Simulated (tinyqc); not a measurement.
Inside a calculation. Method: extended Hueckel theory, for CH4+. The parameters take no account of the charge, which enters only through the electron count. Computed by tinyqc, a small Python program that keeps every step (integrals from PySCF). Settings: charge = 1, K = 1.5, multiplicity = 2. Command: `OMP_NUM_THREADS=1 python tinyqc.py 24314 24315 out.jsonl` (the two numbers bound the seeds that draw the settings). One thread of a shared host (Intel(R) Xeon(R) Processor @ 2.60GHz), about 0.01 s of CPU time with the checks.

## Overlaps

Geometry (angstrom):

| atom | x | y | z |
|---|---|---|---|
| C | 0.000000 | 0.000000 | 0.000000 |
| H | 0.620000 | 0.620000 | 0.620000 |
| H | 0.620000 | -0.620000 | -0.620000 |
| H | -0.620000 | 0.620000 | -0.620000 |
| H | -0.620000 | -0.620000 | 0.620000 |

Parameters chosen for this run:

| element | shell | Slater exponent | H_ii (eV) |
|---|---|---|---|
| H | 1s | 1.300000 | -13.600000 |
| C | 2s | 1.625000 | -21.400000 |
| C | 2p | 1.625000 | -11.400000 |

Slater orbitals, each expanded in six Gaussians scaled to its exponent.

overlap S, lower triangle:
```
           1C 2s     1C 2px     1C 2py     1C 2pz     2H 1s     3H 1s     4H 1s     5H 1s
1C 2s   1.000000
1C 2px  0.000000   1.000000
1C 2py  0.000000   0.000000   1.000000
1C 2pz  0.000000   0.000000   0.000000   1.000000
2H 1s   0.501422   0.286885   0.286885   0.286885  1.000000
3H 1s   0.501422   0.286885  -0.286885  -0.286885  0.154713  1.000000
4H 1s   0.501422  -0.286885   0.286885  -0.286885  0.154713  0.154713  1.000000
5H 1s   0.501422  -0.286885  -0.286885   0.286885  0.154713  0.154713  0.154713  1.000000
```

## Wolfsberg-Helmholz matrix

diagonal H_ii (eV): 1C 2s -21.400000, 1C 2px -11.400000, 1C 2py -11.400000, 1C 2pz -11.400000, 2H 1s -13.600000, 3H 1s -13.600000, 4H 1s -13.600000, 5H 1s -13.600000

K = 1.500000

H_ij = K' S_ij (H_ii + H_jj)/2 for i != j (the diagonal keeps H_ii), with K' = 1.5.

H (eV), lower triangle:
```
             1C 2s      1C 2px      1C 2py      1C 2pz       2H 1s       3H 1s       4H 1s       5H 1s
1C 2s   -21.400000
1C 2px    0.000000  -11.400000
1C 2py    0.000000    0.000000  -11.400000
1C 2pz    0.000000    0.000000    0.000000  -11.400000
2H 1s   -13.162338   -5.379086   -5.379086   -5.379086  -13.600000
3H 1s   -13.162338   -5.379086    5.379086    5.379086   -3.156147  -13.600000
4H 1s   -13.162338    5.379086   -5.379086    5.379086   -3.156147   -3.156147  -13.600000
5H 1s   -13.162338    5.379086    5.379086   -5.379086   -3.156147   -3.156147   -3.156147  -13.600000
```

## Orbitals

valence electrons = 7

Solve H C = S C e through S^(-1/2); fill by pairs from the bottom, a degenerate level sharing its electrons equally; each orbital has its largest coefficient positive (the first on a tie).

orbital energies (eV): -22.671692  -14.545029  -14.545029  -14.545029  -0.442511  -0.442511  -0.442511  19.177473

occupations: 2.000000  1.666667  1.666667  1.666667  0.000000  0.000000  0.000000  0.000000

coefficients:
```
             MO1        MO2        MO3        MO4        MO5        MO6        MO7        MO8
1C 2s   0.726499   0.000000   0.000000   0.000000   0.000000   0.000000   0.000000   1.632768
1C 2px  0.000000   0.262869  -0.059961   0.426164  -0.118070   0.275938   1.137330   0.000000
1C 2py  0.000000  -0.426917  -0.099393   0.249348   0.584697   1.004127  -0.182921   0.000000
1C 2pz  0.000000  -0.054347   0.490752   0.102570   1.013800  -0.546981   0.237954   0.000000
2H 1s   0.128729  -0.142343   0.215995   0.507131  -0.772150  -0.382357  -0.621904  -0.727155
3H 1s   0.128729   0.485003  -0.294156   0.048391   0.895315   0.094513  -0.564497  -0.727155
4H 1s   0.128729  -0.414160  -0.345558  -0.182096   0.162226  -0.665094   0.812718  -0.727155
5H 1s   0.128729   0.071500   0.423719  -0.373427  -0.285391   0.952938   0.373683  -0.727155
```

sum of one-electron energies = -118.068529 eV

Within a degenerate level the vectors are fixed only up to a rotation; this is one choice.

## Mulliken analysis

P = C n C^T; charge = valence electrons (H 1, C 4) minus the sum of (P S)_ii on the atom; overlap population = 2 sum P_ij S_ij between two atoms.

charges: 1C 0.346655, 2H 0.163336, 3H 0.163336, 4H 0.163336, 5H 0.163336

Overlap populations:

| pair | value |
|---|---|
| 2-1 | 0.663093 |
| 3-1 | 0.663093 |
| 3-2 | -0.045458 |
| 4-1 | 0.663093 |
| 4-2 | -0.045458 |
| 4-3 | -0.045458 |
| 5-1 | 0.663093 |
| 5-2 | -0.045458 |
| 5-3 | -0.045458 |
| 5-4 | -0.045458 |
